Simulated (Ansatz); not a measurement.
Ideal-gas functions of FH$_{3}$Si, SMILES `F[SiH3]` at 400 K and 1 bar, from an Ansatz frequency run at PBE0-D4/def2-TZVP.

Molar mass 50.11 g/mol, point group C3v (symmetry number 3), electronic degeneracy 1, moments of inertia 5.982, 35.51, 35.51 u Å². Harmonic wavenumbers (cm⁻¹, unscaled): 722, 722, 880, 956, 956, 987, 2250, 2258, 2258.

Use S(trans) = R[1.5 ln M + 2.5 ln T − 1.1517]; rotational temperatures θ = 24.2544 K / I; S(rot) = R[ln(√π/σ · √(T³/θAθBθC)) + 1.5]; for each mode x = 1.438777 ν̃/T, S = R[x/(eˣ − 1) − ln(1 − e⁻ˣ)] and H = RT x/(eˣ − 1); 1 cm⁻¹ = 0.0119627 kJ/mol; R = 8.31446 J/(mol·K).

Task: By hand: the entropy, in J/(mol·K).

Result: Translation 163.8. Rotation: θ = 4.0546, 0.683, 0.683 K, giving 80.2. Vibration, mode by mode: 2.38, 2.38, 1.52, 1.22, 1.22, 1.12, 0.02, 0.02, 0.02, in all 9.9. Electronic 0.0. Sum 253.9 J/(mol·K).

Task: By hand: H − E and G − E in kJ/mol, counted from the electronic energy.

Result: Zero-point energy ½ × 11989 × 0.0119627 = 71.7; thermal vibration 3.0; translation, rotation and pV give 4 RT = 13.3. H − E = 88.0 kJ/mol, and G − E = 88.0 − 400 × 253.9/1000 = -13.6 kJ/mol.

Vibration gives 4 % of the entropy.
